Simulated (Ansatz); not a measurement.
A nudged elastic band was laid between two geometries of CH$_{5}$OSi (8 atoms, charge 0, multiplicity 2).

Computed with UKS B3LYP/def2-SVP (Ansatz 0.2.0).

```yaml
movable_images: 7
climbing_image: yes
spring: 5.0 eV/Å²
optimiser: quadratic models (default)
start_path: through a guess of the saddle point
force_threshold: 0.05 eV/Å
iteration_limit: 60
end_points: relaxed
```

Image 0:

```xyz
8
Properties=species:S:1:pos:R:3
O -0.810 1.020 -1.053
C -0.299 0.573 0.192
Si 0.535 -1.154 0.109
H -1.526 0.428 -1.318
H -1.059 0.592 1.000
H 0.479 1.298 0.493
H 1.024 -1.587 1.457
H 1.656 -1.171 -0.880
```

Image 8:

```xyz
8
Properties=species:S:1:pos:R:3
O -0.703 1.144 -1.002
C -0.276 0.623 0.244
Si 1.084 -0.724 0.091
H -1.078 0.420 -1.521
H -1.119 0.207 0.840
H 0.112 1.472 0.832
H 1.350 -1.382 1.413
H 0.629 -1.759 -0.897
```

(1) Which bonds break or form, and what moves?

(2) Give the energies along the band, and the barrier.

(3) What is the geometry of the highest image?

The band took 14 iterations and roughly 5 core-minutes.

## Answers

(1) No bond is made or broken. The height of Si3 over the plane of its neighbours goes from -0.50 to 0.53 Å.

(2) It converged. The highest image is number 3 of 0 to 8, 5.7 kcal/mol above the first end and 5.7 kcal/mol above the last; the last end lies 0.1 kcal/mol below the first. The profile has 2 maxima (images 3, 6) with wells between them (image 4): this band takes more than one step, which may be the mechanism or a detour left from its start path. A structure lower than the last end lies on the path between it and the top, so the climb from that side starts below the end, which may itself be a saddle point or a shallow side well. A vibrational analysis at the climbing image gives one clearly imaginary mode, 608i cm⁻¹: a first-order saddle point.

```json
{"image": "0", "path coordinate (Å)": "0.00", "energy (kcal/mol)": "0.0", "height of Si3 over the plane of its neighbours (Å)": "-0.50"}
{"image": "1", "path coordinate (Å)": "0.40", "energy (kcal/mol)": "0.3", "height of Si3 over the plane of its neighbours (Å)": "-0.47"}
{"image": "2", "path coordinate (Å)": "0.79", "energy (kcal/mol)": "1.4", "height of Si3 over the plane of its neighbours (Å)": "-0.38"}
{"image": "3", "path coordinate (Å)": "1.19", "energy (kcal/mol)": "5.7", "height of Si3 over the plane of its neighbours (Å)": "0.00"}
{"image": "4", "path coordinate (Å)": "1.82", "energy (kcal/mol)": "-0.5", "height of Si3 over the plane of its neighbours (Å)": "0.48"}
{"image": "5", "path coordinate (Å)": "2.45", "energy (kcal/mol)": "0.4", "height of Si3 over the plane of its neighbours (Å)": "0.52"}
{"image": "6", "path coordinate (Å)": "3.08", "energy (kcal/mol)": "0.9", "height of Si3 over the plane of its neighbours (Å)": "0.53"}
{"image": "7", "path coordinate (Å)": "3.72", "energy (kcal/mol)": "0.5", "height of Si3 over the plane of its neighbours (Å)": "0.53"}
{"image": "8", "path coordinate (Å)": "4.35", "energy (kcal/mol)": "-0.1", "height of Si3 over the plane of its neighbours (Å)": "0.53"}
```

(3) 
```xyz
8
Properties=species:S:1:pos:R:3
O -0.986 0.930 -0.996
C -0.236 0.692 0.185
Si 0.796 -0.914 0.191
H -1.557 0.166 -1.151
H -0.865 0.686 1.100
H 0.445 1.552 0.291
H 0.519 -1.990 1.171
H 1.884 -1.121 -0.792
```

The run took 5.1 min on 1 thread of Arm Neoverse V1, with other jobs on the host, peak memory 0.17 GiB.
